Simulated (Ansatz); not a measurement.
in.yaml

```yaml
crystal:
  periodic: [false, false, false]
  atoms:
    - {symbol: Ga, position_ang: [0.000000, 0.000000, 0.000000]}
    - {symbol: H, position_ang: [0.000000, 0.000000, 1.606800]}
basis:
  gaussian: {orbitals: cc-pVTZ-DK}
magnetization: {spin_polarized: true, initial_magnetization: 4}
correlation: {method: mp2, electrons: outside_noble_gas}
```

```sh
$ ansatz run in.yaml --threads 1 --pin off --events-out ev --progress --plain --max-ram 2393MiB
```

Log:

```
358 factors; integrals over basis functions are off by at most 7.9e-4 eV
mean field evaluation 1: about -52858.4034 eV, gradient 6.0e0 eV
mean field evaluation 2: about -52858.4104 eV, gradient 6.1e0 eV
mean field evaluation 4: about -52858.8949 eV, gradient 1.0e0 eV
mean field evaluation 8: about -52858.9034 eV, gradient 1.1e-3 eV
mean field -52858.90335962 eV, -1942.5288694145 hartree, gradient 2.3e-6 eV, S^2 6.003593; 0 other end points of the search recorded, 0 dependent functions left out
14 core orbitals not correlated: weight in the atoms' cores, before any rotation towards them, 0.993 or more for the frozen orbitals, at most 0.006 for the correlated occupied ones
reference -52858.90335962 eV, -1942.5288694145 hartree; 4, 0 occupied and 39, 43 virtual orbitals, 358 factors
second order -0.36817377 eV of doubles, -0.00000000 eV of singles
Total energy: -52859.27153339 eV, -1942.5423995511 hartree
Relativity: scalar
```

Ran on 1 thread of Arm Neoverse V2, shared host: 0.39 s wall, 0.08 GiB peak host memory.
